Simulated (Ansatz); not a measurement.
Ansatz input

```yaml
crystal:
  lattice:
    - [0.0, 1.9497196783, 1.9497196783]
    - [1.9497196783, 0.0, 1.9497196783]
    - [1.9497196783, 1.9497196783, 0.0]
  atoms:
    - { symbol: Rh, position: [0.0, 0.0, 0.0], spin: 1.0 }
hamiltonian:
  xc: blyp
  pseudopotentials:
    kind: paw
    azcp:
      Rh: "pseudopotentials/Rh.paw.azcp"
basis:
  ecutwfc: 420
  fft_grid_basis: typed
kpoints:
  mp_grid: { grid: [7, 7, 7], shift: [0, 0, 0] }
magnetization:
  spin_polarized: true
scf:
  occupations: { method: fermi_dirac, width: 0.1 }
```

Terminal output

```
Engine: ansatz 0.2.0, x86_64-unknown-linux-gnu
Pseudopotentials: kind: paw
Pseudopotential: Rh, paw, valence charge 17, recommended cutoff 420 eV (normal) 
Functional definition: BLYP
  parameter beta = 0.0042
  parameter a = 0.04918
  parameter b = 0.132
  parameter c = 0.2533
  parameter d = 0.349
  exchange = b88_x(beta = beta)
  correlation = lyp_c(a = a, b = b, c = c, d = d)
Crystal: 1 atoms, lattice volume = 14.823 Å³
Basis set: ecut = 420 eV, 283 PW (Γ), exchange–correlation on 40×40×40 points (8 copies of the dense FFT grid, shifted against one another)
Bands: 13, of which v1, the nominal top of the filled ones, is band 9 counted from 1 (8 counted from 0)
Symmetry: 48 space group operations
Space group: Fm-3m (ITA 225), of the structure as read, at distance tolerance 2.5e-5 Å
Magnetic group: BNS 225.116 (UNI 1618), of the structure as read, at distance tolerance 2.5e-5 Å
k-points: 20 of 343
Non-local potential: Rh, projectors of the file, l = 0: 3, l = 1: 2, l = 2: 2, l = 3: 1
PAW form: soft (Blöchl's): semilocal exchange-correlation on the pseudo side does not see the compensation charge
PAW frozen core: Rh, regenerated for the run's functional, and the local potential with it (the file was generated under x = pbe(κ = 0.804, μ = 0.2195149727645171), c = pbe(β = 0.06672455060314922))
PAW one-centre angular grid: Rh, 590 points (default); XC on 64 Gauss nodes
Initial density: superposition of atomic densities (chi_scale 0.1, normalization cell)
Starting moments: Σ|m| = 1 μB on 1 of 1 site
Initial wavefunctions: pseudopotential atomic-orbital guess
Functional: x = b88, c = lyp
SCF iter   1: F=—  HF=-6417.824230 eV  |F-HF|=—  |Δ(HF+E_count)|=         —  Δρ=9.46e-2 (↑9.46e-2 ↓3.59e-2)  dr2=1.28e0  dr2_m=3.75e-1  M=0.060 μB ∫|m|=0.060 μB  β_m=0.30  ethr=3.10e-3  ⟨swp⟩=4.5  Hψ=2734  notcnv=0
Mixer restart at iter 1: flushing history
SCF iter   2: F=—  HF=-6417.401266 eV  |F-HF|=—  |Δ(HF+E_count)|=   4.23e-1  Δρ=6.28e-2 (↑6.28e-2 ↓2.63e-2)  dr2=4.95e-1  dr2_m=1.87e-1  M=0.056 μB ∫|m|=0.056 μB  β_m=0.57  ethr=3.10e-3  ⟨swp⟩=2.0  Hψ=983  notcnv=0
SCF iter   3: F=—  HF=-6417.183227 eV  |F-HF|=—  |Δ(HF+E_count)|=   2.18e-1  Δρ=7.97e-3 (↑7.65e-3 ↓7.97e-3)  dr2=3.44e-3  dr2_m=5.74e-3  M=0.014 μB ∫|m|=0.014 μB  β_m=0.75  ethr=2.91e-3  ⟨swp⟩=2.1  Hψ=854  notcnv=0
SCF iter   4: F=—  HF=-6417.186551 eV  |F-HF|=—  |Δ(HF+E_count)|=   3.32e-3  Δρ=6.33e-4 (↑6.33e-4 ↓3.87e-4)  dr2=6.35e-5  dr2_m=1.21e-5  M=-0.000 μB ∫|m|=0.001 μB  β_m=0.83  ethr=2.02e-5  ⟨swp⟩=2.0  Hψ=953  notcnv=0
SCF iter   5: F=—  HF=-6417.186703 eV  |F-HF|=—  |Δ(HF+E_count)|=   1.52e-4  Δρ=3.21e-4 (↑2.68e-4 ↓3.21e-4)  dr2=4.60e-5  dr2_m=4.73e-7  M=0.000 μB ∫|m|=0.000 μB  β_m=0.91  ethr=3.73e-7  ⟨swp⟩=1.1  Hψ=537  notcnv=0
SCF iter   6: F=—  HF=-6417.186702 eV  |F-HF|=—  |Δ(HF+E_count)|=   9.33e-7  Δρ=9.28e-5 (↑9.28e-5 ↓6.78e-5)  dr2=2.90e-6  dr2_m=4.89e-8  M=0.000 μB ∫|m|=0.000 μB  β_m=0.86  ethr=2.71e-7  ⟨swp⟩=2.2  Hψ=763  notcnv=0
SCF iter   7: F=—  HF=-6417.186700 eV  |F-HF|=—  |Δ(HF+E_count)|=   1.57e-6  Δρ=1.23e-5 (↑1.23e-5 ↓6.97e-6)  dr2=6.69e-9  dr2_m=1.01e-8  M=0.000 μB ∫|m|=0.000 μB  β_m=0.93  ethr=1.71e-8  ⟨swp⟩=2.4  Hψ=745  notcnv=0
SCF iter   8: F=—  HF=-6417.186700 eV  |F-HF|=—  |Δ(HF+E_count)|=  3.97e-10  Δρ=2.38e-6 (↑2.38e-6 ↓1.05e-6)  dr2=1.02e-9  dr2_m=1.87e-10  M=0.000 μB ∫|m|=0.000 μB  β_m=0.94  ethr=3.94e-11  ⟨swp⟩=2.4  Hψ=850  notcnv=0
SCF iter   9: F=—  HF=-6417.186700 eV  |F-HF|=—  |Δ(HF+E_count)|=  5.50e-10  Δρ=5.38e-7 (↑5.38e-7 ↓2.62e-7)  dr2=8.04e-11  dr2_m=4.96e-12  M=0.000 μB ∫|m|=0.000 μB  β_m=0.97  ethr=6.02e-12  ⟨swp⟩=2.1  Hψ=706  notcnv=0
SCF iter  10: F=-6417.186700 eV  HF=-6417.186700 eV  |F-HF|=1.82e-12  |Δ(HF+E_count)|=  2.00e-11  Δρ=3.53e-8 (↑3.06e-8 ↓3.53e-8)  dr2=5.95e-13  dr2_m=4.73e-15  M=-0.000 μB ∫|m|=0.000 μB  ethr=1.00e-12  ⟨swp⟩=1.0  Hψ=1357  notcnv=0
SCF 1 converged in 10 iterations: F = -6417.186700 eV  dr2 = 5.95e-13
WARN: the starting moments were not kept: the SCF closed with an absolute magnetisation of 4.8e-8 μB, where they sum to 1 μB in size (1 site). That is at most 0.1 of that sum. Measured as dr2_m measures the in/out step, that magnetisation stands 1.6e-15 eV from none, at or under the dr2_threshold of 1.0e-7 eV: it is no larger than a step whose dr2_m would equal this threshold. The system may hold no moment; this SCF shows only that its start led to no more than that. To try another start: raise the starting moments (crystal.atoms[].spin, magnetization.per_species, magnetization.initial_magnetization, or on a non-collinear deck that types none of these the spinor_matrix: blocks that start its atoms; where the total moment is fixed, keep their sum and leave initial_magnetization as it is; typed ones take the place of any that the run laid by itself, positive ones on a crystal's lanthanoids without a Hubbard term where scf.initial_density.shell_occupations: [] is typed) or, if the notice of its spin-set hold's release reads "site moments contracting" or "site moments show no strong build", lengthen the hold (scf.mixing.spin_hold: { on: { confirm: 4 } }; for m-r²SCAN on two components see the key's manual first). Each may lead to a state that holds a moment. A second SCF, from the converged charge density, with the starting moments and any scf.initial_density.shell_occupations laid on it anew, would have followed, and was not run: the deck does not ask for one (magnetization.retry_lost_moments is false, the default). To let it run, set magnetization.retry_lost_moments: true and run the deck again, where that key's refused combinations let it; where memory then withholds it, that run's warning says so.
SCF converged after 10 iterations
Magnetization: -0.0000 μB (8.5000 up, 8.5000 down)
Absolute magnetization: 0.0000 μB (∫|ρ↑−ρ↓|, with the PAW one-centre terms)
Spin contamination: 0.0000 ħ² per cell (⟨S²⟩ above its minimum at these occupations)
Per-site moments (μB) at R_I (Å): [(-2.5873287633655834e-8, 1.137394504899497)]
Free energy (F): -6417.186700 eV
Harris-Foulkes:  -6417.186700 eV  (|F-HF|=1.82e-12)
Internal energy: -6417.149229 eV  (E = F + TS)
E sigma→0 (E₀):  -6417.167965 eV
Entropy (-TS):   -0.037471 eV (-37.471 meV/atom)
Fermi energy:    20.833521 eV
--- Per-component energies (eV) ---
  E_band       = -106.664634
  E_kinetic    = 572.640690
  E_local      = -1660.076728  (includes V_loc(G=0)·N_el)
  E_nonlocal   = 355.102976
  E_hartree    = 584.615116
  E_xc         = -218.250196
  E_vxc        = -273.200668  (∫ρ·V_xc dr)
  E_paw        = -3604.778282  (= ΣΔE_a)
  E_vpaw       = -270.362025  (= ΣTr[D̂ρ^β])
  E_aug_tail   = 0.000851  (compensation charges beyond the density's cutoff)
  E_ewald      = -2446.491728
  E_core_change = 0.088071  (= ΣΔE_core)
  E_smearing   = -0.037471  (= −TS)
  E_closure    = 0.000000  (closes the sum)
  Σ components = -6417.186700   (vs F -6417.186700, Δ=0.00e0)
```
